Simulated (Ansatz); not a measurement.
This geometry of AlH3 + H4Si (9 atoms, charge 0, multiplicity 1) is a first-order saddle point.

All numbers below come from RKS PBE0-D4/6-31G* (Ansatz).

```xyz
9
Properties=species:S:1:pos:R:3
Al -0.105 -0.137 0.000
H 0.286 0.367 1.590
H 1.191 0.030 -0.887
H -1.664 0.038 -0.187
Si 0.131 -2.568 0.967
H -0.228 -3.278 -0.298
H 1.501 -2.998 1.365
H -0.836 -2.990 2.019
H 0.266 -0.758 1.523
```

Which two structures does it join? (They come from a converged band through this point; their orientation in space is the band's.)

Bonds broken: Al1–H2, Si5–H9. Bonds formed: Al1–Si5, H2–H9. AlH3 + H4Si becomes AlH5Si + H2.

First end point:

```xyz
9
Properties=species:S:1:pos:R:3
Al -0.035 0.225 0.160
H 0.399 1.186 1.357
H 1.097 -0.534 -0.681
H -1.535 0.213 -0.384
Si 0.147 -2.710 1.100
H -0.345 -3.064 -0.251
H 1.622 -2.784 1.215
H -0.518 -3.531 2.147
H -0.289 -1.294 1.428
```

Last end point:

```xyz
9
Properties=species:S:1:pos:R:3
Al -0.105 -0.557 -0.127
H 0.200 0.775 1.642
H 1.153 0.219 -0.722
H -1.558 0.081 -0.280
Si 0.137 -2.831 0.767
H -0.262 -3.830 -0.272
H 1.537 -3.164 1.170
H -0.736 -3.079 1.955
H 0.176 0.092 1.959
```

How far does it lie above each of them?

1.15 eV above the first and 0.96 eV above the second. This is the barrier of this one path; another mechanism may lie lower. The orbitals stay closed-shell, which can raise the energy where a bond breaks towards radicals; this wasn't checked here.

The run took 3.3 min on 1 thread of Arm Neoverse V1 (shared host), peak memory 0.1 GiB.
